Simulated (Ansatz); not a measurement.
This Ansatz (a program for electronic structure) input (CCSD(T)/cc-pCVDZ) gives -39.67384 Eh with 33 basis functions. A basis named .json is the Basis Set Exchange file of that set (core-valence sets with the plain set on hydrogen).

Ansatz 0.2 input:
```yaml
crystal:
  periodic: [false, false, false]
  atoms:
    - {symbol: C, position_ang: [0.08837911, 0.08579245, 0.08813120]}
    - {symbol: H, position_ang: [-0.59583251, -0.58847006, 0.64981294]}
    - {symbol: H, position_ang: [0.64811021, -0.59179503, -0.59439216]}
    - {symbol: H, position_ang: [-0.58255235, 0.66551036, -0.58420799]}
basis:
  gaussian:
    orbitals: cc-pCVDZ.json
total_charge: -1
magnetization: {spin_polarized: false}
correlation: {method: ccsd_t, electrons: outside_noble_gas}
```

Change:
```diff
- orbitals: cc-pCVDZ.json
+ orbitals: cc-pCVTZ.json
```

Question: What does the run give now?

Answer: -39.74025 Eh (CCSD(T)/cc-pCVTZ, 85 functions), a change of -66.41 mEh.
